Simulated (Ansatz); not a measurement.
# Worked example: BSi⁺, quintet against BSi⁺, triplet

Geometry (PBE0/def2-TZVP stationary point of a triplet), kept for both states (BSi⁺, triplet: Π; BSi⁺, quintet: Σ⁻):

```
atom   x (Å)   y (Å)   z (Å)
  Si  0.0000  0.0000  0.0000
   B  0.0000  0.0000  2.0949
```

Basis cc-pVTZ; Ansatz 0.2.0. Correlated methods freeze the noble-gas cores. Prefix R: restricted or restricted open-shell reference; prefix U: unrestricted.

Full CI isn't at hand for all of this; UCCSDT(Q) serves as the reference, and is uncertain by about the last step of the cluster series.

```csv
level,"E(BSi⁺, triplet) (hartree)","E(BSi⁺, quintet) (hartree)"
UMP2,-313.282051,-313.216949
UCCSD(T),-313.321818,-313.252355
UCCSDT(Q),-313.324067,-313.255300
```

Give the vertical gap, BSi⁺ quintet less BSi⁺ triplet, at each level in eV (1 hartree = 27.2114 eV), and each error against UCCSDT(Q).

UCCSDT(Q): (-313.255300 − (-313.324067)) × 27.2114 = 1.871 eV (the reference)
UCCSD(T): (-313.252355 − (-313.321818)) × 27.2114 = 1.890 eV, error 0.019 eV
UMP2: (-313.216949 − (-313.282051)) × 27.2114 = 1.772 eV, error -0.099 eV

Total energies of functionals can't be set beside those of wave-function methods, since they hold the core's correlation and their own absolute errors; only the differences compare.

Each level lands on the state that its own search finds. T1 diagnostics of restricted CCSD: 0.046 and 0.075.
